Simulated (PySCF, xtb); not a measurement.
Homolysis of single bonds, series In SH-H. Gas-phase values, no solvent. One relaxed conformer stands for each flexible species; it need not be the lowest. Strings in code marks are SMILES.

Quantity: homolytic bond dissociation enthalpy at 298 K (no spin–orbit term), in kJ/mol. Thermal and zero-point terms are GFN2-xTB rigid-rotor harmonic values (xtb).

Level 1: PBE-D3(BJ)/def2-TZVP // B3LYP-D3(BJ)/def2-TZVP (PySCF)
Level 2: B3LYP/6-311+G** (LANL2DZ on In) // B3LYP-D3(BJ)/def2-TZVP (PySCF)
Level 3: B3LYP/6-31G* (LANL2DZ on In) // B3LYP-D3(BJ)/def2-TZVP (PySCF)
Level 4: PBE/6-31G* (LANL2DZ on In) // B3LYP-D3(BJ)/def2-TZVP (PySCF)

```tsv
species	level 1	level 2	level 3	level 4
S–In bond of `[SH][In]([SH])[SH]`, giving `[SH]` and `[SH][In][SH]` (H–S–In–S torsion -1°, S–In–S–H torsion 180°)	295.5	276.8	279.4	291.0
```
